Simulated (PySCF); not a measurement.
Compound: C3H4ClO2 (charge -1).
Atom-mapped SMILES: `[CH3:1][O:2]/[C:3]([Cl:4])=[CH:5]/[O-:6]` (hydrogens: H7, H8, H9 on C1; H10 on C5)

Method: PySCF, PBE0-D3(BJ)/def2-SVP geometry optimisation, gas phase.

(1) What internal coordinates does the optimisation give?

Answers

(1) 
```
               bond  length (pm)   order
              C1–O2        139.7  single
              O2–C3        137.5  single
             C3–Cl4        178.4  single
              C3=C5        138.1  double
              C5–O6        124.7  single
C1–H7, C1–H8, C1–H9        110.7  single
             C5–H10        113.9  single
```

Bonds in one row agree within 1 pm and their mean is given. Orders are formal, as drawn. A selection of angles:
```
    angle  degrees
 O2–C1–H7    108.4
 O2–C1–H8    111.2
 H7–C1–H8    108.7
 H8–C1–H9    107.7
 C1–O2–C3    113.4
O2–C3–Cl4    114.0
 O2–C3–C5    124.4
Cl4–C3–C5    121.7
 C3–C5–O6    132.1
C3–C5–H10    107.3
O6–C5–H10    120.6
```

Dihedral angles: C1–O2–C3–Cl4 -76° (synclinal); O2–C3–C5–O6 179° (antiperiplanar). The mirror-image conformer, all signs reversed, is as good.

Of the pairs four or more bonds apart, Cl4···H8 is among the closest relative to their van der Waals radii: 2.84 Å, 96 % of the sum of Bondi's values. C5 (vinylic carbon bearing oxygen) is planar (angles 132.1°, 120.6° and 107.3°, sum 360.0°, 0.00 Å off the plane of its three neighbours). C3 (carbon bonded to C, Cl and O) is planar (angles 124.4°, 121.7° and 114.0°, sum 360.0°, 0.00 Å off the plane of its three neighbours). The 3 C–O bonds span 1.247 Å (C5–O6, drawn single in one of several resonance forms) to 1.397 Å (C1–O2, drawn single), a spread of 0.150 Å.

Point group: C1 (no symmetry element, even within 0.4 Å). Whether it is a minimum is left open (no frequencies).
